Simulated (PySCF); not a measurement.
**Löwdin shares of the frontier orbitals**

Species: C5H11N.
Structure used (GFN2-xTB), in Å, numbered top down from 1:
```
atom  x, y, z in Å
C1    -2.4650   -0.1970   -0.1429
C2    -1.1273   -0.7285    0.3628
C3     0.0056    0.2042    0.0068
C4     0.7070    0.0994   -1.2938
N5     1.3313   -0.3543   -0.0751
C6     2.4310    0.4106    0.4524
H7    -3.2672   -0.8864    0.1089
H8    -2.6874    0.7682    0.3080
H9    -2.4402   -0.0723   -1.2232
H10   -0.9200   -1.7061   -0.0741
H11   -1.1661   -0.8478    1.4481
H12   -0.0904    1.2072    0.4250
H13    1.0702    1.0093   -1.7619
H14    0.4306   -0.6845   -1.9857
H15    2.5232    0.1986    1.5179
H16    2.3105    1.4958    0.3169
H17    3.3473    0.0955   -0.0471
```

Method: TDDFT PBE0/def2-SVPD, vertical, gas phase, core orbitals frozen in the response in PySCF 2.14.0, density-fitted response routines.

Frontier orbitals with the atoms that hold most of them (Löwdin shares over 4%, at most four atoms; ? is withheld):

| orbital | ε (eV) | atoms |
| --- | --- | --- |
| HOMO-3 | -9.56 | C2 24%, C1 16%, C3 15%, H10 11% |
| HOMO-2 | -8.93 | C4 22%, N5 20%, C3 12%, C2 10% |
| HOMO-1 | -8.68 | N5 22%, C3 19%, C2 11%, C1 10% |
| HOMO | -6.63 | ? |
| LUMO | 0.88 | ? |
| LUMO+1 | 1.25 | C6 23%, C1 14%, H16 9%, H15 8% |
| LUMO+2 | 1.57 | H14 18%, H12 16%, C4 16%, H13 8% |

Question: Which atoms hold the HOMO, and with what shares?

Answer: N5 (bonded to 3 C) 53%; C4 (bonded to C, N and 2 H) 12%; C3 (bonded to 2 C, N and H) 11%; C6 (bonded to N and 3 H) 8%. By element: nitrogen 53%, carbon 31% or more.

Question: Give the leading atoms of the LUMO.

Answer: C1 (bonded to C and 3 H) 16%; C6 (bonded to N and 3 H) 10%; C4 (bonded to C, N and 2 H) 10%; C2 (bonded to 2 C and 2 H) 8%.

Question: How does S1 compare with the orbital gap of 7.51 eV?

Answer: S1 is at 6.47 eV (f = 0.021), 1.04 eV below the gap, made of HOMO→LUMO (89%), HOMO→LUMO+1 (9%). Without the coupling terms of the response equations the lowest excitation would equal the gap.

Question: Give energy, strength and leading configuration of S1 and S2, and follow the Löwdin shares of the leading atoms from the occupied to the empty orbital.

Answer: 
- S1 (6.47 eV, f 0.021), HOMO→LUMO (89%): N5 53% → at most 8%, C4 12% → 10%, C1 at most 9% → 16%, C6 8% → 10%
- S2 (6.85 eV, f 0.0096), HOMO→LUMO+1 (87%): N5 53% → at most 8%, C4 12% → at most 8%, C6 8% → 23%, C1 at most 9% → 14%

Löwdin shares depend on the basis, the more so with diffuse functions.

One conformer stands for the species.

Without π bonds the low states may be Rydberg-like; a valence basis with one diffuse set may place them up to an eV too high.
